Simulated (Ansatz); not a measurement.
Bulk modulus (GPa) of elemental metals (25 solids), computed with PBE (Ansatz, a quantum-chemistry and plane-wave program, plane waves, PAW) and with PBE-D4 (Ansatz, PAW). The set holds measured phases with no doubt noted on the run or the magnetic state but for the caveats below. 1 more of the class have both values but aren't in it, for one of these reasons: built or high-temperature cells, doubts on the run or the magnetic state, unlike cells, values of zero, layered or molecular crystals. Solids without a value at one level (not run, failed, or a magnetic order lost), or held back for tests, aren't counted.

All rows, in order of the shift (worked out from unrounded values):

| solid | PBE | PBE-D4 | shift (%) |
|---|---|---|---|
| bcc Na | 7.77 | 7.87 | +1.3 |
| bcc Li | 13.9 | 14.1 | +1.3 |
| hcp Zr | 93.3 | 95.0 | +1.8 |
| hcp Ti | 112 | 115 | +2.7 |
| hcp Be | 123 | 126 | +2.7 |
| bcc Ta | 194 | 200 | +2.9 |
| bcc Nb | 169 | 174 | +3.1 |
| bcc V | 182 | 190 | +4.1 |
| hcp Sc | 54.2 | 56.4 | +4.2 |
| bcc W | 303 | 319 | +5.4 |
| bcc Mo | 259 | 273 | +5.5 |
| hcp Ru | 311 | 329 | +5.7 |
| hcp Tc | 300 | 317 | +5.8 |
| bcc Fe | 197 | 212 | +7.9 |
| fcc Ni | 197 | 217 | +9.9 |
| fcc Pd | 168 | 185 | +10.4 |
| fcc Rh | 257 | 287 | +11.7 |
| fcc Al | 76.9 | 86.0 | +11.8 |
| white tin (β-Sn) | 47.6 | 54.5 | +14.4 |
| fcc Pb | 39.2 | 44.9 | +14.7 |
| fcc Au | 139 | 162 | +15.9 |
| fcc Cu | 141 | 164 | +16.6 |
| body-centred tetragonal In | 35.5 | 41.9 | +17.9 |
| fcc Ag | 91.5 | 110 | +20 |
| hcp Tl | 26.2 | 32.3 | +23 |

The shift from PBE to PBE-D4 has a median of +5.8 %, and eight in ten lie between +2.2 % and +17.4 %; PBE-D4 is the larger in 25 and the smaller in 0 of 25. Each level is at its own cell, so the shift holds the change of volume too.

Ansatz's runs of these crystals have no spin polarisation, but for bcc Fe, fcc Ni.

Density-functional runs with spin start from parallel moments for bcc Fe, parallel moments for fcc Ni.

Spin–orbit coupling is left out, also for the solids with elements from indium on (bcc Ta, body-centred tetragonal In, white tin (β-Sn), bcc W, hcp Tl, fcc Pb, fcc Au); its size isn't shown.

In Ansatz's fits of the non-cubic solids, shape and atoms are relaxed at each volume.

Each level is taken at its own relaxed cell. Caveats: the cell is over a tenth larger than the published one: the level's own overestimate first of all, though another phase or state, or a fault of the published cell, is possible (PBE: hcp Tl). Ansatz's density-functional and Hartree–Fock values are scalar-relativistic unless marked +SOC, with PAW data made under PBE.
